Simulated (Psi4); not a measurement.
Process, species as SMILES: ClC(Cl)(Cl)Cl + 4 [H][H] (H2) → C (CH4) + 4 Cl (HCl)
B3LYP-D3(BJ)/def2-TZVP geometries, fixed; electronic energies without zero-point terms.

Effect of the grid (radial, spherical points) at wB97X-V/aug-cc-pV(T+d)Z with Psi4, against the last row, where the energy of full hydrogenation is -99.05 kcal/mol.

| setting | grid points, largest species | largest shift of a total energy (mEh) | shift of the energy of full hydrogenation (kcal/mol) |
|---|---|---|---|
| grid: 35, 110 | 18990 | 5.934 | 0.121 |
| grid: 50, 194 | 47364 | -0.261 | 0.023 |
| grid: 75, 302 | 108864 | -0.006 | 0.009 |
| grid: 99, 590 | 281138 | -0.003 | 0.002 |
| grid: 150, 974 | 698874 | 0.000 | 0.000 |

Within 0.02 kcal/mol in the energy of full hydrogenation: grid: 75, 302; grid: 99, 590. The largest shift is 5.934 mEh in a total energy and 0.121 kcal/mol in the difference.
